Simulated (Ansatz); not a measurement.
**NaSiH2+ (SMILES [Na][SiH2+]): one structure at several levels**

The task here is to estimate one member of a computed series from the others.

The runs use Ansatz 0.2.0, Gaussian basis; single points in def2-TZVPP.

Cores are frozen in the correlated methods. The outer core shell of Li, Na, Mg and K is correlated.

## The system as given

SMILES `[Na][SiH2+]`, 4 atoms, charge 1, spin multiplicity 1.

Atoms are counted from 1 here; the program's logs count them from 0.

Bond lengths: Na1–Si2 3.035 Å, Si2–H3 1.448 Å, Si2–H4 1.429 Å. Angles: Na1–Si2–H3 131.0°, Na1–Si2–H4 134.5°, H3–Si2–H4 94.6°.

Coordinates:

```tsv
atom	x (Å)	y (Å)	z (Å)
Na1	-2.5495	1.0430	-0.1735
Si2	0.2496	-0.1116	0.0325
H3	0.8276	-1.3077	-0.5428
H4	1.4463	0.2789	0.7084
```

The first run:

run/in.yaml

```yaml
crystal:
  periodic: [false, false, false]
  atoms:
    - {symbol: Na, position_ang: [-2.549500, 1.043000, -0.173500]}
    - {symbol: Si, position_ang: [0.249600, -0.111600, 0.032500]}
    - {symbol: H, position_ang: [0.827600, -1.307700, -0.542800]}
    - {symbol: H, position_ang: [1.446300, 0.278900, 0.708400]}
basis:
  gaussian: {orbitals: def2-TZVPP}
total_charge: 1
correlation: {method: ccsd_t}
output: {forces: true}
```

No record of the launch command was kept for these runs.

Steps of the session up to this table: CCSD(T)/def2-TZVPP; PBE0-D4/def2-TZVPP; wB97M-V/def2-TZVPP; r2SCAN-D4/def2-TZVPP; PBE-D4/def2-TZVPP; HSE06-D4/def2-TZVPP; B97M-V/def2-TZVPP.

One of the session's tables, all rows but one given; the rest of the session is left out.

```
   method  RMS force component (eV/Å)  angle to CCSD(T) forces (°)
  CCSD(T)                       0.581                    reference
  PBE0-D4                       0.639                          3.1
  wB97M-V                           ?                            ?
r2SCAN-D4                       0.623                          3.8
   PBE-D4                       0.732                          6.0
 HSE06-D4                       0.642                          3.2
   B97M-V                       0.606                          4.5
```

**Question.** Estimate the row for wB97M-V.

The run gave: RMS force component (eV/Å): 0.545; angle to CCSD(T) forces (°): 1.8. In the column «RMS force component (eV/Å)» it is the lowest.
